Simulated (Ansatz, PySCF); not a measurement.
Breaking a bond: C2H3N, SMILES CC#N. The C2–N6 bond (C2 also carries C; N6 carries nothing else) is varied alone, starting from the PBE0/def2-TZVP optimised geometry.

- RCCSD(T) = Ansatz (a first-principles code) with CCSD(T) on RHF/cc-pVTZ, frozen core
- UKS-BP86/6-31G* = unrestricted BP86/6-31G*, spherical d in PySCF
- RCCSD = CCSD on RHF/cc-pVTZ, frozen core in Ansatz
- UMP2 = MP2 on UHF/cc-pVTZ, frozen core (Ansatz)

Energies are in kcal/mol, each relative to the lowest point of its own curve near equilibrium.

| R / Å | RCCSD(T) | UKS-BP86/6-31G* | RCCSD | UMP2 |
|---|---|---|---|---|
| 0.87 | 224.8 | 247.7 | 220.4 | 227.1 |
| 0.92 | 135.7 | 151.9 | 132.0 | 138.0 |
| 0.96 | 85.5 | 97.5 | 82.3 | 87.6 |
| 1.03 | 30.7 | [?] | 28.5 | 32.5 |
| 1.10 | 5.6 | 8.2 | 4.6 | 6.7 |
| 1.15 | 0.0 | [?] | 0.0 | 0.3 |
| 1.18 | [?] | 0.0 | 0.8 | 0.0 |
| 1.24 | 6.5 | 4.9 | 8.5 | 19.9 |
| 1.28 | 14.0 | 11.7 | [?] | 40.8 |
| 1.32 | 23.2 | 20.5 | 27.1 | 59.7 |
| 1.43 | 53.7 | 50.7 | 60.8 | [?] |
| 1.55 | 89.5 | 87.5 | 100.5 | [?] |
| 1.71 | — | 134.1 | — | 182.5 |
| 1.90 | — | 175.1 | — | 217.5 |
| 2.05 | — | 199.0 | — | 232.9 |
| 2.35 | — | 231.4 | — | 245.7 |
| 2.54 | — | 243.2 | — | 248.6 |
| 2.79 | — | 251.6 | — | 250.3 |
| 3.10 | — | 256.2 | — | 251.2 |
| 3.46 | — | 258.3 | — | 251.6 |
| 4.05 | — | 259.1 | — | 251.8 |

Problem. Fill in the missing entries.

Solution. 
- 1.03, UKS-BP86/6-31G*: 37.2
- 1.15, UKS-BP86/6-31G*: 0.7
- 1.18, RCCSD(T): 0.2
- 1.28, RCCSD: 16.9
- 1.43, UMP2: 103.2
- 1.55, UMP2: 141.2

A dash means that the run gave no value there, or that the column was ended at a point which the program doubted or which failed a test of continuity chosen for this set; such a test can also cut sound points.

The T1 diagnostic of CCSD on the restricted reference of RCCSD(T), RCCSD exceeds 0.045 at 1.71 to 4.05 Å. The unrestricted solution behind UKS-BP86/6-31G* changes between 1.71 and 1.90 Å and between 2.05 and 2.35 Å, which can leave a kink. The unrestricted determinant behind UKS-BP86/6-31G* is spin-contaminated at 1.71 to 4.05 Å (<S²> up to 3.0, against 0.00 for a pure singlet). The unrestricted solution behind UMP2 changes between 1.32 and 1.43 Å and between 1.71 and 1.90 Å, which can leave a kink. The unrestricted determinant behind UMP2 is spin-contaminated at 1.24 to 4.05 Å (<S²> up to 3.0, against 0.00 for a pure singlet).
